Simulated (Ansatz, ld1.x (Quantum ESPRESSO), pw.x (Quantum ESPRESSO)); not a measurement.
Equation-of-state test of one TM potential (Pt (Z = 78))

- Element: Pt
- Generator: ld1.x (Quantum ESPRESSO) 7.5
- Type: norm-conserving Troullier–Martins (Kleinman–Bylander form)
- Functional: PBEsol
- Relativity: scalar-relativistic
- Frozen core: [Xe] 4f14
- Valence charge: 10
- Reference configuration: 5d9 6s1 6p0
- Partial waves: 6p (bound, empty): rc 3.40 bohr; 5d (bound): rc 1.76 bohr; 6s (bound): rc 2.00 bohr
- Local potential: the s channel
- Core correction: a·sin(br)/r model core, default radius (core density twice the valence density)

Atomic tests: cutoffs needed: 40 Ry and 60 Ry (the cutoffs (Ry, on a coarse ladder) from which the occupation-weighted sum of valence levels, in a spherical-Bessel basis at the reference potential, stays within 10 and 1 mRy of its value at 400 Ry); ghost test: no extra level below or beside the all-electron valence levels (p, d, s, f tested) (spherical-Bessel basis up to 400 Ry, 20 bohr box); largest excitation error: -361 meV (all-electron minus pseudo) for 5d7 6s0 6p0, out of 7 test configurations.

Crystal test: diamond Pt in pw.x 7.5, no spin, 8³ k-points, Fermi–Dirac smearing 0.01 Ry, cutoffs 75/300 Ry. The reference is all-electron LAPW (Ansatz 0.2.0) with the same functional, mesh and smearing; V0 and B0 come from Birch–Murnaghan fits to the pressures at five volumes. Errors are pseudo minus all-electron; Δ is the rms difference of the E(V) curves that follow from these fits, minima aligned, over ±6 % about the mean V0. Mesh and smearing are coarse, so the numbers serve the comparison and aren't converged zero-temperature values; the lattice is a test structure that the element need not adopt.

| V (Å³/atom) | P all-electron (GPa) | P pseudo (GPa) |
| --- | --- | --- |
| 21.883 | 8.27 | 15.75 |
| 22.459 | 3.95 | 10.79 |
| 23.035 | 0.28 | 6.56 |
| 23.611 | -2.84 | 2.93 |
| 24.187 | -5.50 | -0.16 |

All-electron: a0 = 5.695 Å (V0 = 23.08 Å³/atom), B0 = 133.8 GPa.

Pseudopotential: mean pressure error (GPa): +6.34; a0 (Å): 5.781; a0 error (%): +1.52; B0 error (%): -9.7; Δ (meV/atom): 29.9. The largest radius (3.40 bohr) exceeds half the bond length (2.33 bohr), so the spheres overlap, which is one possible source of error among others. This is a poor potential for the solid.

**Question.** At the middle volume, how do free energy and pressure move when the wave cutoff is lowered (ecutrho kept at four times it)?

**Answer.**

```tsv
cutoff (Ry)	shift of F (meV/atom)	shift of P (GPa)
34	+767.1	-32.60
45	+30.5	-2.33
60	+13.4	-0.06
```

Input at the middle volume:

```
&control
  calculation='scf', prefix='x', pseudo_dir='./', outdir='./tmp', tstress=.true., disk_io='none'
/
&system
  ibrav=0, nat=2, ntyp=1, ecutwfc=75, ecutrho=300, nbnd=18,
  occupations='smearing', smearing='fd', degauss=0.01
/
&electrons
  conv_thr=1e-09, mixing_beta=0.4, electron_maxstep=70
/
ATOMIC_SPECIES
Pt 1.0 Pt.UPF
CELL_PARAMETERS angstrom
  0.00000000 2.84530879 2.84530879
  2.84530879 0.00000000 2.84530879
  2.84530879 2.84530879 0.00000000
ATOMIC_POSITIONS crystal
Pt 0.0000 0.0000 0.0000
Pt 0.2500 0.2500 0.2500
K_POINTS automatic
8 8 8 0 0 0
```

```bash
pw.x < Pt.scf.in > Pt.scf.out
```

Lines of the output:

```
Message from routine setup:
     using ibrav=0 with symmetry is DISCOURAGED, use correct ibrav instead
     lattice parameter (alat)  =       7.6040  a.u.
     unit-cell volume          =     310.8958 (a.u.)^3
     number of electrons       =        20.00
     number of Kohn-Sham states=           18
     kinetic-energy cutoff     =      75.0000  Ry
     charge density cutoff     =     300.0000  Ry
     scf convergence threshold =      1.0E-09
     Exchange-correlation= PBESOL
     number of k points=    29  Fermi-Dirac smearing, width (Ry)=  0.0100
     iteration #  1     ecut=    75.00 Ry     beta= 0.40
     total energy              =    -150.10094707 Ry
     estimated scf accuracy    <       0.21191698 Ry
     iteration #  2     ecut=    75.00 Ry     beta= 0.40
     total energy              =    -150.14376857 Ry
     estimated scf accuracy    <       0.00489964 Ry
     iteration #  3     ecut=    75.00 Ry     beta= 0.40
     total energy              =    -150.14377990 Ry
     estimated scf accuracy    <       0.00135036 Ry
     iteration #  4     ecut=    75.00 Ry     beta= 0.40
     total energy              =    -150.14388133 Ry
     estimated scf accuracy    <       0.00001956 Ry
     iteration #  5     ecut=    75.00 Ry     beta= 0.40
     total energy              =    -150.14388578 Ry
     estimated scf accuracy    <       0.00000274 Ry
     iteration #  6     ecut=    75.00 Ry     beta= 0.40
     total energy              =    -150.14388588 Ry
     estimated scf accuracy    <       0.00000051 Ry
     iteration #  7     ecut=    75.00 Ry     beta= 0.40
     total energy              =    -150.14388592 Ry
     estimated scf accuracy    <          4.2E-09 Ry
     iteration #  8     ecut=    75.00 Ry     beta= 0.40
     the Fermi energy is     9.6931 ev
!    total energy              =    -150.14388592 Ry
     estimated scf accuracy    <          1.9E-10 Ry
     smearing contrib. (-TS)   =      -0.01814279 Ry
     The total energy is F=E-TS. E is the sum of the following terms:
     one-electron contribution =      -1.63339716 Ry
     hartree contribution      =      20.02322769 Ry
     xc contribution           =     -68.33063856 Ry
     ewald contribution        =    -100.18493510 Ry
     convergence has been achieved in   8 iterations
          total   stress  (Ry/bohr**3)                   (kbar)     P=       65.56
     Message from routine punch:
     Nothing written, as per user request (disk_io='none')
```

The run at the middle volume (29 k-points, 8 iterations) took about 33 s on one core of a shared host (Intel(R) Xeon(R) Platinum 8259CL CPU @ 2.50GHz, 96 threads, 755 GiB, load 61).
